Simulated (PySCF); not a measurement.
**Which basis set comes closest?**

Molecule: SMILES C1=CCCCC1, C6H10.

Molfile (atoms numbered from 1):
```
C6H10
     RDKit          3D

 16 16  0  0  0  0  0  0  0  0999 V2000
   -0.0149    1.5137    0.3368 C   0  0  0  0  0  0  0  0  0  0  0  0
    1.1948    0.9436    0.2956 C   0  0  0  0  0  0  0  0  0  0  0  0
    1.4138   -0.5040   -0.0311 C   0  0  0  0  0  0  0  0  0  0  0  0
    0.1695   -1.1552   -0.6280 C   0  0  0  0  0  0  0  0  0  0  0  0
   -1.0845   -0.7500    0.1381 C   0  0  0  0  0  0  0  0  0  0  0  0
   -1.2902    0.7614    0.0970 C   0  0  0  0  0  0  0  0  0  0  0  0
   -0.0945    2.5834    0.5579 H   0  0  0  0  0  0  0  0  0  0  0  0
    2.0803    1.5525    0.5066 H   0  0  0  0  0  0  0  0  0  0  0  0
    2.2675   -0.6021   -0.7229 H   0  0  0  0  0  0  0  0  0  0  0  0
    1.7238   -1.0409    0.8856 H   0  0  0  0  0  0  0  0  0  0  0  0
    0.0649   -0.8404   -1.6811 H   0  0  0  0  0  0  0  0  0  0  0  0
    0.2810   -2.2508   -0.6393 H   0  0  0  0  0  0  0  0  0  0  0  0
   -0.9843   -1.0740    1.1889 H   0  0  0  0  0  0  0  0  0  0  0  0
   -1.9699   -1.2663   -0.2649 H   0  0  0  0  0  0  0  0  0  0  0  0
   -2.0454    1.0664    0.8412 H   0  0  0  0  0  0  0  0  0  0  0  0
   -1.7121    1.0634   -0.8807 H   0  0  0  0  0  0  0  0  0  0  0  0
  1  2  2  0
  2  3  1  0
  3  4  1  0
  4  5  1  0
  5  6  1  0
  6  1  1  0
  1  7  1  0
  2  8  1  0
  3  9  1  0
  3 10  1  0
  4 11  1  0
  4 12  1  0
  5 13  1  0
  5 14  1  0
  6 15  1  0
  6 16  1  0
M  END
```

Geometry PBE0-D3(BJ)/def2-SVP throughout; GIAO in PySCF, gas phase, one conformer, non-relativistic; equivalent atoms averaged; functional PBE0.

Reference values (measured; solution, not stated in the table (CDCl3 in this author's series); The use of chemical shift calculations in the conformational analysis of substituted benzenes, New J. Chem. 2019 (ESI)): δ(H7/H8) = 5.68 ppm, δ(H9/H10/H15/H16) = 1.99 ppm, δ(H11/H12/H13/H14) = 1.61 ppm. Computed shifts are taken against TMS, calculated as an isolated molecule at each level.

How do the basis sets STO-3G, 6-31G, pcSseg-0, 6-31G*, def2-SVP, cc-pVDZ, pcSseg-1, 6-311+G(2d,p), aug-cc-pVDZ, def2-TZVP, IGLO-III, cc-pVTZ perform against the reference? Times are CPU seconds on shared hosts with different chips, so compare them loosely.

## Answers


```csv
basis set,functions,H7/H8,H9/H10/H15/H16,H11/H12/H13/H14,mean abs. error H,core-s
STO-3G,40,5.32,1.30,0.96,0.57,3.6
6-31G,74,6.03,2.08,1.65,0.16,7
pcSseg-0,74,5.60,1.88,1.43,0.12,4.3
6-31G*,104,5.76,1.97,1.59,0.04,10
def2-SVP,134,5.64,1.82,1.33,0.16,14
cc-pVDZ,134,5.77,1.93,1.48,0.09,9.6
pcSseg-1,152,5.88,1.99,1.47,0.11,13
"6-311+G(2d,p)",222,5.97,2.06,1.61,0.12,30
aug-cc-pVDZ,228,6.06,2.12,1.68,0.19,22
def2-TZVP,246,5.98,2.05,1.62,0.12,36
IGLO-III,310,5.98,2.08,1.62,0.13,35
cc-pVTZ,320,5.96,2.03,1.60,0.11,38
```

For ¹H the closest is 6-31G* (0.04 ppm) and the furthest STO-3G (0.57 ppm). Where a smaller basis beats a larger one, errors probably cancel. One molecule is a small sample, and vibrational and solvent effects are absent from the calculation.

A small basis that lands close on one nucleus may do so by chance; judge by the trend and by all nuclei.
